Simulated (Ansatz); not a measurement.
C5H13P, SMILES `CCP(C)CC`, relaxed with RKS PBE0-D4/def2-TZVP in Ansatz from a GFN2-xTB geometry. The force threshold is 0.005 eV/Å; the program also tests the step.

The species carries charge 0 and has multiplicity 1.

Start:

```xyz
19

C    -0.939   -1.648   -0.515
C    -0.434   -1.192    0.847
P    -0.070    0.621    1.116
C    -1.655    1.363    0.506
C     0.970    1.017   -0.382
C     2.340    0.356   -0.323
H    -1.881   -1.166   -0.768
H    -1.108   -2.724   -0.498
H    -0.216   -1.436   -1.299
H    -1.165   -1.453    1.618
H     0.489   -1.723    1.099
H    -1.847    1.121   -0.538
H    -1.592    2.444    0.613
H    -2.475    1.003    1.125
H     0.442    0.738   -1.298
H     1.087    2.105   -0.384
H     2.251   -0.727   -0.368
H     2.958    0.683   -1.158
H     2.846    0.617    0.604
```

Question: By how much does the energy fall, and how many steps does the optimiser take? (Best estimate.)

Answer: Computed: 0.54 kcal/mol, in 7 steps.

Question: Which bonds change most? (An estimate is asked.)

Answer: The calculation gave: P3–C5 from 1.866 to 1.848 Å; C2–P3 from 1.869 to 1.852 Å; P3–C4 from 1.853 to 1.840 Å; C6–H17 from 1.088 to 1.093 Å.

Question: Give the relaxed structure. (An estimate is asked.)

Answer: Computed: 
```xyz
19

C    -0.896   -1.654   -0.528
C    -0.434   -1.182    0.840
P    -0.087    0.621    1.089
C    -1.672    1.372    0.533
C     0.961    1.013   -0.382
C     2.325    0.343   -0.324
H    -1.823   -1.166   -0.836
H    -1.082   -2.732   -0.525
H    -0.147   -1.458   -1.299
H    -1.176   -1.440    1.604
H     0.478   -1.708    1.137
H    -1.961    1.081   -0.480
H    -1.574    2.460    0.566
H    -2.470    1.093    1.224
H     0.438    0.755   -1.309
H     1.079    2.101   -0.383
H     2.239   -0.746   -0.379
H     2.958    0.662   -1.155
H     2.844    0.585    0.606
```
